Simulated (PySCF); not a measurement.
Coordinates in bohr (charge 0 multiplicity 2):
```
Al   -0.9897    0.0000   -0.7439
H    -3.6113    0.0000    0.7902
F     1.5982    0.0000    1.0152
```

Method: PySCF, UPBE0, basis Al def2-TZVP, H def2-TZVP, F def2-TZVP (no relativity, density fitting).

This geometry of AlHF is a stationary point at this level.

(1) What is the point group?

(2) Is it a minimum?

(3) Which band is strongest in the infrared?

(4) What are the dipole moment and the gap between the highest occupied and lowest empty levels of either spin?

Answers

(1) Cs.

(2) Yes: all harmonic wavenumbers are real.

(3) 1795 cm⁻¹ (a'), 151 km/mol.

(4) 1.57 D and 3.54 eV.

Only a few start shapes were tried, so a lower isomer may exist.
